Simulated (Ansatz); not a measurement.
Start from `C=C1C=C1OC` and change one atom or group to get `C=C1C=C1Cl`.

Ansatz, PBE0-D4/def2-TZVP geometries, multiplicity 1. Each molecule was computed in one conformer, which needn't be the lowest.

| property | `C=C1C=C1OC` |
| --- | --- |
| HOMO–LUMO gap (B3LYP/def2-TZVPP) / eV | 5.42 |
| HOMO energy (B3LYP/def2-TZVPP) / eV | -5.41 |
| LUMO energy (ωB97M-V/def2-TZVPP) / eV | 2.38 |
| HOMO–LUMO gap (ωB97M-V/def2-TZVPP) / eV | 10.10 |
| HOMO–LUMO gap (PBE/def2-TZVPP) / eV | 3.82 |
| HOMO–LUMO gap (PBE0/def2-TZVPP) / eV | 5.88 |

What does the change do to each property? (Best estimate.)

The calculation gave: 
```csv
property,`C=C1C=C1Cl`,shift
HOMO–LUMO gap (B3LYP/def2-TZVPP) / eV,5.04,-0.38
HOMO energy (B3LYP/def2-TZVPP) / eV,-5.98,-0.57
LUMO energy (ωB97M-V/def2-TZVPP) / eV,1.50,-0.88
HOMO–LUMO gap (ωB97M-V/def2-TZVPP) / eV,9.80,-0.30
HOMO–LUMO gap (PBE/def2-TZVPP) / eV,3.42,-0.40
HOMO–LUMO gap (PBE0/def2-TZVPP) / eV,5.49,-0.39
```

With PBE0 the HOMO falls by 0.58 eV and the LUMO falls by 0.97 eV, so the gap narrows by about 0.39 eV. PBE moves the HOMO by -0.57 eV and ωB97M-V by -0.58 eV.

B3LYP here is the variant with VWN-RPA as its local correlation; programs differ in this.
